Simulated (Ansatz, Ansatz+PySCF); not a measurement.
```xyz
10

C     0.0099    0.0436   -0.0224
C     1.3973   -0.0464    0.0074
C    -0.7281    1.2056   -0.0411
C    -0.6992   -1.2062    0.0457
H     1.9576   -0.8907   -0.0080
H     1.9867    0.9069   -0.0392
H    -1.7582    1.2712    0.0080
H    -0.1776    2.1782    0.0500
H    -1.8456   -1.2567   -0.0129
H    -0.1911   -2.1629   -0.0450
```

UHF-MP2 on triplet C4H6 was run in several spherical basis sets with Ansatz (development build ahead of 0.2.0). Frozen core: 4 orbitals. Caution for UHF-MP2: the unrestricted determinant is spin contaminated.

Rank the basis sets by the total energy that they give, lowest first, with the distance from the lowest.
A. def2-SVP
B. cc-pVDZ
C. 6-31G
D. def2-TZVP
E. STO-3G
F. 6-31G(d)

D (0.00 eV), B (3.82 eV), F (5.23 eV), A (7.25 eV), C (10.60 eV), E (64.02 eV).

Totals follow the description of the cores as much as that of the bonds, so this order isn't one of quality for chemistry.
